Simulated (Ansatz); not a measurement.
Working through a ranking of conformers of C₄H₇N, SMILES C=CC(C)=N

With Ansatz 0.2.0 through its Python package.

The cells in order, each with its output:

**Cell 1**
```python
import ansatz as az
from rdkit import Chem
from rdkit.Chem import AllChem

rd = Chem.AddHs(Chem.MolFromSmiles("C=CC(C)=N"))
ids = list(AllChem.EmbedMultipleConfs(rd, numConfs=20, randomSeed=77, pruneRmsThresh=0.4))
field = [energy for _, energy in AllChem.MMFFOptimizeMoleculeConfs(rd)]
distinct = {round(e, 2): i for i, e in zip(ids, field)}
chosen = sorted(distinct.items())[:4]
found = []
for force_field, index in chosen:
    mol = az.Crystal.molecule()
    for atom, xyz in zip(rd.GetAtoms(), rd.GetConformer(index).GetPositions()):
        mol = mol.atom(atom.GetSymbol(), xyz.round(5).tolist())
    calculation = (
        mol.calculation()
        .basis(gaussian="cc-pVDZ")
        .correlation("mp2")
    )
    found.append(calculation.run(threads=1, backend="cpu").report["free_energy_ev"])
print("conformer   MMFF (kcal/mol)   this level (kJ/mol)")
for (force_field, index), e in zip(chosen, found):
    print(f"{index:9d} {force_field - chosen[0][0]:17.2f} {96.485332 * (e - min(found)):17.3f}")
```
Output:
```text
conformer   MMFF (kcal/mol)   this level (kJ/mol)
        0              0.00             0.000
        1              0.07            15.713
```

The conformers keep their force-field geometries. Wall time of the script: 3.5 s on 1 thread of Arm Neoverse V2, with other jobs on the host, peak memory 0.3 GiB.
